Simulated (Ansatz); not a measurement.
## Cd₃C: from a trial structure to a relaxed crystal

Computed with DFT PBE, scalar-relativistic, plane waves, PAW (Ansatz 0.2.0). Cutoff 420 eV, Γ-centred k mesh, Gaussian smearing, no spin polarisation in the final step.

Cd₃C was placed on the Cu3Au (L1_2) structure type (Pm-3m, No. 221), with C in place of Au, Cd in place of Cu, at a guessed volume.

```xyz
4
Lattice="4.2608 0.0000 0.0000 0.0000 4.2608 0.0000 0.0000 0.0000 4.2608" Properties=species:S:1:pos:R:3 pbc="T T T"
Cd    0.0000    2.1304    2.1304
Cd    2.1304    0.0000    2.1304
Cd    2.1304    2.1304    0.0000
C     0.0000    0.0000    0.0000
```

Cell and atoms relax at zero pressure; the relaxation can't lower the symmetry of the start.

Energies over the elements count from the elements' standard structures at the same level, with no empirical corrections.

(1) Which crystal results?

(2) What are its volume, energy, density and gap?

Answers

(1) It keeps Pm-3m (No. 221). The result has the Cu3Au (L1_2) structure. Conventional cell: a = 4.171 Å. Cd is coordinated by 4 C at 2.95 Å and 8 Cd at 2.95 Å; C has 12 Cd at 2.95 Å.

```cif
data_structure
_symmetry_space_group_name_H-M 'Pm-3m'
_symmetry_Int_Tables_number 221
_cell_length_a 4.1706
_cell_length_b 4.1706
_cell_length_c 4.1706
_cell_angle_alpha 90.000
_cell_angle_beta 90.000
_cell_angle_gamma 90.000
_cell_volume 72.54
loop_
_atom_site_label
_atom_site_type_symbol
_atom_site_symmetry_multiplicity
_atom_site_Wyckoff_symbol
_atom_site_fract_x
_atom_site_fract_y
_atom_site_fract_z
_atom_site_occupancy
Cd1 Cd 3 c 0.00000 0.50000 0.50000 1
C1 C 1 a 0.00000 0.00000 0.00000 1
```

(2) The volume per atom is 18.14 Å³ and the density is 7.99 g/cm³. The energy over the elements is 1.21 eV/atom. The gap on the 12×12×12 mesh is 0 eV (a metal).

The final run used a 12×12×12 mesh on its 4-atom cell and 0.10 eV smearing. The k mesh leaves about 4 meV/atom of noise in metals. Symmetry constrained the relaxation, so the result can be a saddle point. The steps took about 2.6 core-minutes in all.